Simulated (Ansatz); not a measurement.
hcp Be, treated with RPBE in Ansatz (PAW).

Settings: plane-wave cutoff 520 eV, 30×30×16 k mesh (along the axes of the cell as run), Fermi–Dirac smearing 0.05 eV, scalar-relativistic PAW data made under PBE.

Equation-of-state points:

```tsv
V (Å³/atom)	E − E_lowest (meV/atom)	P (GPa)
7.791	5.07	5.15
7.953	1.23	2.46
8.115	0.00	0.00
8.277	1.16	-2.26
8.440	4.52	-4.33
```

Q: Estimate the bulk modulus from the pressures at 7.953 and 8.277 Å³/atom, and compare it with a fit to all energies.

A: B = −V dP/dV. Between V = 7.953 and 8.277 Å³/atom, dP/dV = (-2.26 − (2.46))/(8.277 − 7.953) = -14.6 GPa per Å³/atom; at the midpoint 8.115 Å³/atom this gives B ≈ 118 GPa. The third-order Birch–Murnaghan fit gives V0 = 8.115 Å³/atom, B0 = 118 GPa, B′ = 3.3, which lies within 1 % of that estimate.

Shape and atoms are relaxed at each volume.

Measured, for comparison: bulk modulus 117 GPa (room temperature, no zero-point or thermal correction, our sources range from 97.2 to 117; as tabulated in arXiv:2410.04971). Computed (rounded) less measured: bulk modulus not scored (sources differ).

Note: the bulk modulus comes from volumes at which shape and atoms were relaxed.

Ansatz is a quantum-chemistry and plane-wave program.
